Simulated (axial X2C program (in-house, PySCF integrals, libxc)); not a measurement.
Results of a calculation; reference values are marked as such.
## AlP⁻: input and output

Program: an in-house all-electron X2C program for linear molecules (integrals from PySCF).

The run was started with this input:
```json
{"zs": [15, 13], "q": -1, "bas": ["dyall-av3z", "dyall-av3z"], "levels": ["PBE0", "HF", "r2SCAN"], "cc": true, "r0": 2.15, "thr": -2.0, "nmax": 90, "npts": 10, "nst": 2, "ntry": 6}
```
```bash
python so2c.py task.json out
```

Keys: zs atomic numbers; q charge; bas basis sets; levels methods; cc coupled cluster on or off; r0 starting distance in Å; thr threshold in hartree for freezing inner shells (an s shell follows its p shell); nmax most natural virtual spinors; npts points on the curve; nst determinants followed; ntry starts of the search. HF also brings MP2.

Output of the HF step, two-component, at R = 2.143 Å for the state Ω = 1/2. It starts from PBE0 orbitals of this distance.

```
two-component X2C + atomic mean field  HF
basis functions 127  fitting functions 681  grid points 4361
iter        total energy     max residual
   1       -583.817715387     7.05e-02
   2       -583.831736155     5.25e-03
   3       -583.832749394     3.19e-03
   4       -583.833141610     1.80e-03
   5       -583.833393632     1.20e-03
   6       -583.833604583     9.74e-04
   7       -583.833761606     1.06e-03
   8       -583.834116670     8.71e-04
   9       -583.834369457     6.88e-04
  10       -583.834568930     7.15e-04
  11       -583.834774567     7.28e-04
  12       -583.834904252     7.62e-04
  13       -583.834938679     7.86e-04
  14       -583.834935560     7.80e-04
  15       -583.834760677     5.74e-04
  16       -583.834625192     3.59e-04
  17       -583.834561501     2.70e-04
  18       -583.834548496     2.31e-04
  19       -583.834522907     2.07e-04
  20       -583.834523721     2.13e-04
  21       -583.834518637     1.13e-04
  22       -583.834509451     1.97e-04
  23       -583.834506291     2.10e-04
  24       -583.834505584     2.30e-04
  25       -583.834512398     7.46e-05
  26       -583.834513481     4.72e-05
  27       -583.834514241     1.56e-05
  28       -583.834514256     7.09e-06
  29       -583.834514262     5.86e-06
  30       -583.834514249     3.89e-06
  31       -583.834514243     2.71e-06
  32       -583.834514237     1.30e-06
  33       -583.834514237     3.62e-07
converged
one-electron -912.19780861  Coulomb 321.30564108  exact exchange -41.01855158  xc functional 0.00000000  nuclear repulsion 48.15191607  atomic mean-field constant -0.07571119
correlated 9  virtual 203  natural virtual 90  E(MP2) -0.210728865  MP2 remainder -0.006061701
iter   CCSD correlation   residual
   1     -0.215440103   1.54e-01
   2     -0.224155668   7.51e-02
   3     -0.227960614   4.16e-02
   4     -0.228961223   2.36e-02
   5     -0.229723487   1.32e-02
   6     -0.229974353   6.88e-03
   7     -0.230060191   2.60e-03
   8     -0.230080745   1.31e-03
   9     -0.230073665   1.02e-03
  10     -0.230079520   9.18e-04
  11     -0.230070930   8.00e-04
  12     -0.230079457   5.84e-04
  13     -0.230077755   3.23e-04
  14     -0.230080040   1.57e-04
  15     -0.230082948   6.88e-05
  16     -0.230084304   3.87e-05
  17     -0.230085317   2.11e-05
  18     -0.230085850   1.14e-05
  19     -0.230086019   5.51e-06
  20     -0.230086172   2.50e-06
  21     -0.230086172   1.16e-06
(T) -0.017891697  T1 0.0779  D1 0.1373  max T2 0.069
```
Energies are in hartree; totals compare only within one Hamiltonian and basis. T1 is large, a sign of multireference character or of a spin-contaminated reference. T1 in the output is the amplitude norm over the root of the electron number; divide by √2 for the Lee–Taylor value. The determinant is spin-polarised beyond a pure state at some levels (its spin-free form has ⟨S²⟩ too high), which makes Re and μ there less reliable.
